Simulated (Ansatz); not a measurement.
hcp Hf was calculated with RPBE (Ansatz, a first-principles code, plane waves, PAW).

Numerical settings: plane-wave cutoff 520 eV, 18×18×12 k mesh (along the axes of the cell as run), Fermi–Dirac smearing 0.05 eV, scalar-relativistic PAW data made under PBE.

Energies at three volumes about the minimum:

```tsv
V (Å³/atom)	E − E_lowest (meV/atom)
22.679	3.04
23.142	0.00
23.605	2.85
```

Fit a parabola by hand: where is the minimum, and what is the bulk modulus?

Slopes: (0.00 − 3.04)/(23.142 − 22.679) = -6.566 and (2.85 − 0.00)/(23.605 − 23.142) = 6.156 meV/Å³. Curvature E″ = 2 × (6.156 − (-6.566))/(23.605 − 22.679) = 27.477 meV/Å⁶. From the middle of the first interval, the slope vanishes at V0 = 22.9105 − (-6.566)/27.477 = 23.149 Å³/atom. B = V0 E″ = 23.149 × 27.477 meV/Å³ × 0.1602 GPa per meV/Å³ = 102 GPa. The full Birch–Murnaghan fit to all volumes gives V0 = 23.142 Å³/atom and B0 = 102 GPa.

Shape and atoms are relaxed at each volume.

Measured, for comparison: bulk modulus 110 GPa (zero-point energy and finite temperature contributions removed; as tabulated in doi:10.1021/acs.jctc.3c00612). Computed (rounded) less measured: bulk modulus -7 %.

Note: the bulk modulus comes from volumes at which shape and atoms were relaxed.
